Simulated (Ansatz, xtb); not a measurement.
System: C3H5, charge 0, multiplicity 2. It need not be the lowest isomer of its formula. 
Structure (B3LYP-D3(BJ)/def2-TZVP (Ansatz, a program for electronic structure) minimum search):
```xyz
8

C      1.2292     0.0009    -0.1567
C     -0.0488     0.4045     0.1708
H      1.4132    -0.9792    -0.5791
H      2.0821     0.6464    -0.0030
H     -0.1688     1.3993     0.5910
C     -1.1860    -0.3590     0.0055
H     -2.1617     0.0140     0.2820
H     -1.1312    -1.3584    -0.4083
```
Charge 0, spin multiplicity 2.

Harmonic wavenumbers from GFN2-xTB (xtb, at its own minimum), cm⁻¹: 426, 512, 513, 762, 781, 910, 992, 1034, 1264, 1271, 1373, 1467, 1489, 3047, 3112, 3116, 3149, 3157.

### Question
Give the harmonic wavenumbers at B3LYP-D3(BJ)/def2-TZVP (Ansatz, finite differences of forces, unscaled).

### Answer
432, 531, 552, 796, 822, 941, 1012, 1041, 1211, 1277, 1430, 1517, 1523, 3135, 3143, 3149, 3240, 3242 cm⁻¹. Zero-point energy 41.4 kcal/mol.

### Question
From these and the geometry, give the ideal-gas thermochemistry at 298.15 K and 1 atm (rigid rotor, harmonic oscillator).

### Answer
Point group C2v, rotational symmetry number 2. Rotational constants 55.15, 10.39, 8.744 GHz. S(trans) 37.07, S(rot) 20.31, S(vib) 2.77, S(elec, spin only) 1.38, S 61.5 cal/(mol K). H(298) - H(0) 2.98 kcal/mol; G - E(el) 26.1 kcal/mol.
